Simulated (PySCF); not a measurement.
# BCCD(T)/STO-3G run of SiH3F (SMILES F[SiH3])

What is the energy change on altering one bond length of SiH3F at BCCD(T)/STO-3G? 

The calculation is run with PySCF 2.14.0.

9 further runs of the same task are left out: 3 that didn't finish, 6 set aside as unsound or not needed.

## Step 1: The molecule

SiH3F has 5 atoms, charge 0, and is taken as a singlet. As SMILES, `F[SiH3]`. The shape is that of a PBE0-D4/def2-TZVP optimisation.

Bond lengths: F1–Si2 1.600 Å, Si2–H3 1.482 Å, Si2–H4 1.482 Å, Si2–H5 1.482 Å. Angles: F1–Si2–H3 108.3°, F1–Si2–H4 108.3°, F1–Si2–H5 108.3°, H3–Si2–H4 110.6°, H3–Si2–H5 110.6°, H4–Si2–H5 110.6°.

## Step 2: The energy at BCCD(T)/STO-3G

start.xyz reads:

```xyz
5

F     -1.274600     0.162800     0.858000
Si     0.043300    -0.019300    -0.030700
H     -0.367800    -0.192600    -1.443700
H      0.768600    -1.217900     0.451600
H      0.880500     1.193400     0.123400
```

run.py reads:

```python
from pyscf import gto, scf, cc
from pyscf.cc.bccd import bccd_kernel_

mol = gto.M(
    atom='start.xyz',
    spin=0,
    basis='sto-3g',
    verbose=3,
    max_memory=1860,
)

hf = scf.RHF(mol)
hf.conv_tol = 1e-10
hf.kernel()
if not hf.converged:
    hf = hf.newton().run(hf.mo_coeff, hf.mo_occ)

mycc = cc.CCSD(hf, frozen=6).run()
mycc = bccd_kernel_(mycc, diis=True)
e_t = mycc.ccsd_t()
etot = mycc.e_tot + e_t
print(f'total energy: {etot:.8f} hartree')
```

On the command line:

```sh
$ OMP_NUM_THREADS=1 python run.py
```

Log:

```text
converged SCF energy = -385.385473818314
E(CCSD) = -385.4636822485796  E_corr = -0.07820843026511151
BCCD loop starts.

******** <class 'pyscf.cc.ccsd.CCSD'> ********
CC2 = 0
CCSD nocc = 7, nmo = 11
frozen orbitals 6
max_cycle = 50
direct = 0
conv_tol = 1e-07
conv_tol_normt = 1e-05
diis_space = 6
diis_start_cycle = 0
diis_start_energy_diff = 1e+09
Init E_corr(CCSD) = -0.0776812103732203
cycle = 1  E_corr(CCSD) = -0.0815382279588224  dE = -0.00385701759  norm(t1,t2) = 0.032512
cycle = 2  E_corr(CCSD) = -0.0800298974086402  dE = 0.00150833055  norm(t1,t2) = 0.00614806
cycle = 3  E_corr(CCSD) = -0.0801855272188693  dE = -0.00015562981  norm(t1,t2) = 0.00335383
cycle = 4  E_corr(CCSD) = -0.0800564242647138  dE = 0.000129102954  norm(t1,t2) = 0.0010457
cycle = 5  E_corr(CCSD) = -0.0800541652760122  dE = 2.2589887e-06  norm(t1,t2) = 0.000140429
cycle = 6  E_corr(CCSD) = -0.0800555873389826  dE = -1.42206297e-06  norm(t1,t2) = 6.02749e-05
cycle = 7  E_corr(CCSD) = -0.0800565692399338  dE = -9.81900951e-07  norm(t1,t2) = 1.50617e-05
cycle = 8  E_corr(CCSD) = -0.0800568094282156  dE = -2.40188282e-07  norm(t1,t2) = 4.30492e-06
cycle = 9  E_corr(CCSD) = -0.0800568547508731  dE = -4.53226575e-08  norm(t1,t2) = 1.1717e-06
CCSD converged
E(CCSD) = -385.4632850375341  E_corr = -0.0800568547508731
BCC iter:    0  E:    -385.463285037534  dE:    3.972e-04  |t1|:    4.745e-03

******** <class 'pyscf.cc.ccsd.CCSD'> ********
CC2 = 0
CCSD nocc = 7, nmo = 11
frozen orbitals 6
max_cycle = 50
direct = 0
conv_tol = 1e-07
conv_tol_normt = 1e-05
diis_space = 6
diis_start_cycle = 0
diis_start_energy_diff = 1e+09
Init E_corr(CCSD) = -0.0797970991859811
cycle = 1  E_corr(CCSD) = -0.0793875272869369  dE = 0.000409571899  norm(t1,t2) = 0.00422901
cycle = 2  E_corr(CCSD) = -0.0795542690935307  dE = -0.000166741807  norm(t1,t2) = 0.000751881
cycle = 3  E_corr(CCSD) = -0.0795442055923223  dE = 1.00635012e-05  norm(t1,t2) = 0.000361914
cycle = 4  E_corr(CCSD) = -0.0795643212847372  dE = -2.01156924e-05  norm(t1,t2) = 0.000108689
cycle = 5  E_corr(CCSD) = -0.0795652142655776  dE = -8.9298084e-07  norm(t1,t2) = 1.40208e-05
cycle = 6  E_corr(CCSD) = -0.0795654284310711  dE = -2.14165493e-07  norm(t1,t2) = 5.00097e-06
cycle = 7  E_corr(CCSD) = -0.0795654408691978  dE = -1.24381268e-08  norm(t1,t2) = 1.14666e-06
CCSD converged
E(CCSD) = -385.4633277737063  E_corr = -0.07956544086919781
BCC iter:    1  E:    -385.463327773706  dE:   -4.274e-05  |t1|:    8.764e-05

******** <class 'pyscf.cc.ccsd.CCSD'> ********
CC2 = 0
CCSD nocc = 7, nmo = 11
frozen orbitals 6
max_cycle = 50
direct = 0
conv_tol = 1e-07
conv_tol_normt = 1e-05
diis_space = 6
diis_start_cycle = 0
diis_start_energy_diff = 1e+09
Init E_corr(CCSD) = -0.0795694151837811
cycle = 1  E_corr(CCSD) = -0.0795769416495576  dE = -7.52646578e-06  norm(t1,t2) = 7.89644e-05
cycle = 2  E_corr(CCSD) = -0.0795734191346042  dE = 3.52251495e-06  norm(t1,t2) = 1.39766e-05
cycle = 3  E_corr(CCSD) = -0.0795737464023708  dE = -3.27267767e-07  norm(t1,t2) = 8.1352e-06
cycle = 4  E_corr(CCSD) = -0.0795734690042303  dE = 2.7739814e-07  norm(t1,t2) = 2.76221e-06
cycle = 5  E_corr(CCSD) = -0.0795734827050945  dE = -1.37008642e-08  norm(t1,t2) = 4.53485e-07
CCSD converged
E(CCSD) = -385.4633268224503  E_corr = -0.07957348270509448
BCC iter:    2  E:    -385.463326822450  dE:    9.513e-07  |t1|:    2.264e-06
CCSD(T) correction = -0.00209666864101868
total energy: -385.46542349 hartree
```

Run time: 1.3 s. Hardware: 1 thread of Arm Neoverse N1, shared host; peak memory 0.1 GiB.

## Step 3: The distorted shape, same level

input.py reads:

```python
from pyscf import gto, cc
from pyscf.cc.bccd import bccd_kernel_

mol = gto.M(
    atom=[
    ('F', (-1.442050, -0.079755, 0.827178)),
    ('Si', (-0.124150, -0.261855, -0.061522)),
    ('H', (-0.535250, -0.435155, -1.474522)),
    ('H', (0.601150, -1.460455, 0.420778)),
    ('H', (0.880500, 1.193400, 0.123400)),
],
    max_memory=1860,
    basis='sto-3g',
    verbose=3,
    charge=0,
)

hf = mol.RHF()
hf.conv_tol = 1e-10
hf.kernel()
if not hf.converged:
    hf = hf.newton().run(hf.mo_coeff, hf.mo_occ)

mycc = cc.CCSD(hf, frozen=6).run()
mycc = bccd_kernel_(mycc, diis=True)
e_t = mycc.ccsd_t()
etot = mycc.e_tot + e_t
print('Final energy', etot)
```

On the command line:

```sh
$ OMP_NUM_THREADS=1 python input.py
```

Log:

```text
converged SCF energy = -385.341042671795
E(CCSD) = -385.4308272216666  E_corr = -0.08978454987147209
BCCD loop starts.

******** <class 'pyscf.cc.ccsd.CCSD'> ********
CC2 = 0
CCSD nocc = 7, nmo = 11
frozen orbitals 6
max_cycle = 50
direct = 0
conv_tol = 1e-07
conv_tol_normt = 1e-05
diis_space = 6
diis_start_cycle = 0
diis_start_energy_diff = 1e+09
Init E_corr(CCSD) = -0.0891616923039036
cycle = 1  E_corr(CCSD) = -0.0935946229917442  dE = -0.00443293069  norm(t1,t2) = 0.0357245
cycle = 2  E_corr(CCSD) = -0.0917740183501677  dE = 0.00182060464  norm(t1,t2) = 0.00727786
cycle = 3  E_corr(CCSD) = -0.0920043546358404  dE = -0.000230336286  norm(t1,t2) = 0.0042967
cycle = 4  E_corr(CCSD) = -0.0918719156657409  dE = 0.00013243897  norm(t1,t2) = 0.0013304
cycle = 5  E_corr(CCSD) = -0.0918670448157271  dE = 4.87085001e-06  norm(t1,t2) = 0.000280333
cycle = 6  E_corr(CCSD) = -0.0918728384628767  dE = -5.79364715e-06  norm(t1,t2) = 0.000121427
cycle = 7  E_corr(CCSD) = -0.0918749969360559  dE = -2.15847318e-06  norm(t1,t2) = 3.12217e-05
cycle = 8  E_corr(CCSD) = -0.0918753129356592  dE = -3.15999603e-07  norm(t1,t2) = 7.93972e-06
cycle = 9  E_corr(CCSD) = -0.0918753199129445  dE = -6.97728531e-09  norm(t1,t2) = 2.59483e-06
CCSD converged
E(CCSD) = -385.430349968227  E_corr = -0.09187531991294452
BCC iter:    0  E:    -385.430349968227  dE:    4.773e-04  |t1|:    5.366e-03

******** <class 'pyscf.cc.ccsd.CCSD'> ********
CC2 = 0
CCSD nocc = 7, nmo = 11
frozen orbitals 6
max_cycle = 50
direct = 0
conv_tol = 1e-07
conv_tol_normt = 1e-05
diis_space = 6
diis_start_cycle = 0
diis_start_energy_diff = 1e+09
Init E_corr(CCSD) = -0.0915654957879284
cycle = 1  E_corr(CCSD) = -0.0910798518131658  dE = 0.000485643975  norm(t1,t2) = 0.00483746
cycle = 2  E_corr(CCSD) = -0.0912850811793938  dE = -0.000205229366  norm(t1,t2) = 0.000879956
cycle = 3  E_corr(CCSD) = -0.0912680320752604  dE = 1.70491041e-05  norm(t1,t2) = 0.000448351
cycle = 4  E_corr(CCSD) = -0.0912913264893467  dE = -2.32944141e-05  norm(t1,t2) = 0.00013146
cycle = 5  E_corr(CCSD) = -0.0912925438593291  dE = -1.21736998e-06  norm(t1,t2) = 2.273e-05
cycle = 6  E_corr(CCSD) = -0.0912927178712482  dE = -1.74011919e-07  norm(t1,t2) = 7.79596e-06
cycle = 7  E_corr(CCSD) = -0.0912926906312815  dE = 2.72399667e-08  norm(t1,t2) = 2.22756e-06
CCSD converged
E(CCSD) = -385.4304031375245  E_corr = -0.09129269063128152
BCC iter:    1  E:    -385.430403137525  dE:   -5.317e-05  |t1|:    1.237e-04

******** <class 'pyscf.cc.ccsd.CCSD'> ********
CC2 = 0
CCSD nocc = 7, nmo = 11
frozen orbitals 6
max_cycle = 50
direct = 0
conv_tol = 1e-07
conv_tol_normt = 1e-05
diis_space = 6
diis_start_cycle = 0
diis_start_energy_diff = 1e+09
Init E_corr(CCSD) = -0.0912986135939449
cycle = 1  E_corr(CCSD) = -0.0913098704244192  dE = -1.12568305e-05  norm(t1,t2) = 0.00011032
cycle = 2  E_corr(CCSD) = -0.0913046017636139  dE = 5.26866081e-06  norm(t1,t2) = 2.12988e-05
cycle = 3  E_corr(CCSD) = -0.0913051573487766  dE = -5.55585163e-07  norm(t1,t2) = 1.25e-05
cycle = 4  E_corr(CCSD) = -0.0913047055377298  dE = 4.51811047e-07  norm(t1,t2) = 4.11511e-06
cycle = 5  E_corr(CCSD) = -0.0913047036180062  dE = 1.91972359e-09  norm(t1,t2) = 9.68448e-07
CCSD converged
E(CCSD) = -385.4304016549426  E_corr = -0.09130470361800622
BCC iter:    2  E:    -385.430401654943  dE:    1.483e-06  |t1|:    2.992e-06
CCSD(T) correction = -0.00262543852370436
Final energy -385.4330270934661
```

Run time: 1.4 s. Hardware: 1 thread of Arm Neoverse N1, shared host; peak memory 0.12 GiB.

## Step 4: What came out

At BCCD(T)/STO-3G, 6 core orbitals frozen:

| quantity | value |
| --- | --- |
| first shape: total energy | -385.46542 Eh |
| first shape: correlation energy (6 core orbitals frozen) | -79.9 mEh |
| first shape: (T) correction | -2.10 mEh |
| distorted shape: total energy | -385.43303 Eh |
| distorted shape: correlation energy (6 core orbitals frozen) | -92.0 mEh |
| distorted shape: (T) correction | -2.63 mEh |
| energy change with the Si2–H5 bond stretched from 1.482 to 1.778 Å | 0.882 eV |

**Reading.** With the Si2–H5 bond stretched from 1.482 to 1.778 Å the energy rises by 0.88 eV (85.1 kJ/mol). The first shape isn't relaxed at this level, so the change isn't measured from a minimum. The minimal basis adds a large error of its own. The triples (first shape) make up 2.6 % of the correlation energy. The triples (distorted shape) make up 2.9 % of the correlation energy.
